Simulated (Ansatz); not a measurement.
# CH7FSi: the cost of one run

The runs use Ansatz 0.2.0, Gaussian basis; revPBE-D4/cc-pVDZ.

1 further run of the same task is left out (it didn't finish).

**1. Starting geometry**

The start, a first-order saddle point found at PBE0-D4 in triple zeta: 10 atoms, charge 0, spin multiplicity 1.

Atoms are counted from 1 here; the program's logs count them from 0.

Bond lengths: Si1–H2 1.705 Å, Si1–H3 1.501 Å, Si1–H4 1.479 Å, Si1–C5 1.857 Å, C5–H8 1.090 Å, C5–H9 1.093 Å, C5–H10 1.093 Å. Angles: H2–Si1–H3 82.3°, H2–Si1–H4 118.0°, H2–Si1–C5 117.0°, H3–Si1–H4 103.3°, H3–Si1–C5 105.2°, H4–Si1–C5 120.3°, Si1–C5–H8 111.5°, Si1–C5–H9 109.6°, Si1–C5–H10 110.0°, H8–C5–H9 109.9°, H8–C5–H10 108.2°, H9–C5–H10 107.5°.

Geometry (Å):

```mol
CH7FSi
  3D, bonds by distance, orders not assigned

 10  7  0  0  0  0  0  0  0  0999 V2000
   -0.1024   -0.6671    0.0911 Si  0  0
    1.4859   -1.0820   -0.3706 H   0  0
   -0.4521   -1.5115   -1.0991 H   0  0
   -0.7113   -1.4019    1.2207 H   0  0
   -0.6865    1.0425   -0.3365 C   0  0
    1.6589   -0.5880    0.4370 H   0  0
    1.2153    0.0390    1.3750 F   0  0
   -0.7035    1.6892    0.5402 H   0  0
   -1.6841    0.9892   -0.7794 H   0  0
   -0.0203    1.4907   -1.0784 H   0  0
  1  2  8  0
  1  3  8  0
  1  4  8  0
  1  5  8  0
  5  8  8  0
  5  9  8  0
  5 10  8  0
M  END
```

**2. The run**

md/in.yaml reads:

```yaml
crystal:
  periodic: [false, false, false]
  atoms:
    - {symbol: Si, position_ang: [-0.102403, -0.667137, 0.091072]}
    - {symbol: H, position_ang: [1.485891, -1.082040, -0.370643]}
    - {symbol: H, position_ang: [-0.452056, -1.511465, -1.099054]}
    - {symbol: H, position_ang: [-0.711290, -1.401898, 1.220684]}
    - {symbol: C, position_ang: [-0.686489, 1.042457, -0.336450]}
    - {symbol: H, position_ang: [1.658949, -0.587969, 0.437041]}
    - {symbol: F, position_ang: [1.215331, 0.038962, 1.374985]}
    - {symbol: H, position_ang: [-0.703466, 1.689232, 0.540210]}
    - {symbol: H, position_ang: [-1.684107, 0.989196, -0.779403]}
    - {symbol: H, position_ang: [-0.020261, 1.490662, -1.078444]}
basis:
  gaussian: {orbitals: cc-pVDZ}
hamiltonian: {xc: {name: revPBE}, dispersion: d4}
md: {n_steps: 60, timestep: 0.75, temperature: 200, ensemble: nve, seed: 492, initial_velocities: maxwell_boltzmann}
```

Command:

```sh
ansatz run in.yaml --threads 2 --pin off --events-out ev --progress --plain --max-ram 4352MiB
```

**Question.** How long does this run take on 2 threads of Arm Neoverse V2, shared host?

About 62 s.
